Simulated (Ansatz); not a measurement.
A nudged elastic band was laid between two geometries of BClH4 (6 atoms, charge 0, multiplicity 1).

Level of theory: RKS PBE-D4/def2-SVP in Ansatz.

- movable images: 7
- climbing image: yes
- spring: 5.0 eV/Å²
- optimiser: quadratic models (default)
- start path: through a guess of the saddle point
- force threshold: 0.03 eV/Å
- iteration limit: 60
- end points: relaxed

First end point:

```xyz
6
Properties=species:S:1:pos:R:3
B 0.035 0.122 0.037
H 0.186 0.756 1.067
H 0.950 0.108 -0.766
H -1.095 -0.079 -0.372
Cl 0.454 -1.925 0.871
H -0.401 -1.906 1.852
```

Last end point:

```xyz
6
Properties=species:S:1:pos:R:3
B 0.090 -0.597 -0.489
H -0.224 0.404 2.231
H 1.049 0.145 -0.493
H -1.055 -0.220 -0.604
Cl 0.380 -2.315 -0.341
H -0.111 -0.341 2.386
```

(1) Which bonds break or form, and what moves?

(2) What energy profile does the band end with?

(3) What is the geometry of the highest image?

(4) What are the harmonic wavenumbers there?

The band took 9 iterations and of the order of 24 core-seconds.

Results:

(1) Bonds broken: B1–H2, Cl5–H6. Bonds formed: B1–Cl5, H2–H6. BClH4 becomes BClH2 + H2.

(2) The forces met the threshold. The highest image is number 3 of 0 to 8, 0.114 eV above the first end and 0.783 eV above the last; the last end lies 0.670 eV below the first. A vibrational analysis at the climbing image gives one clearly imaginary mode, 198i cm⁻¹: a first-order saddle point. The orbitals stay closed-shell, which can raise the energy where a bond breaks towards radicals; this wasn't checked here.

| image | path coordinate (Å) | energy (eV) | B1–H2 (Å) | Cl5–H6 (Å) | B1–Cl5 (Å) |
| --- | --- | --- | --- | --- | --- |
| 0 | 0.00 | 0.000 | 1.22 | 1.30 | 2.25 |
| 1 | 0.53 | 0.017 | 1.22 | 1.30 | 2.29 |
| 2 | 1.07 | 0.080 | 1.22 | 1.30 | 2.37 |
| 3 | 1.60 | 0.114 | 1.25 | 1.37 | 2.30 |
| 4 | 2.08 | -0.093 | 1.36 | 1.72 | 1.99 |
| 5 | 2.57 | -0.483 | 1.60 | 2.22 | 1.83 |
| 6 | 3.05 | -0.595 | 2.05 | 2.65 | 1.77 |
| 7 | 3.53 | -0.655 | 2.49 | 3.03 | 1.75 |
| 8 | 4.02 | -0.670 | 2.92 | 3.40 | 1.75 |

(3) 
```xyz
6
Properties=species:S:1:pos:R:3
B -0.032 -0.043 0.093
H -0.040 0.353 1.277
H 1.011 0.123 -0.497
H -1.116 -0.086 -0.442
Cl 0.201 -2.225 0.783
H 0.104 -1.046 1.475
```

(4) 198i, 397, 511, 635, 819, 1069, 1089, 1161, 2106, 2386, 2561, 2670 cm⁻¹.

The run took 24 s on 1 thread of AMD EPYC 9R45 96-Core Processor (Zen 5), on a shared host, peak memory 0.12 GiB.
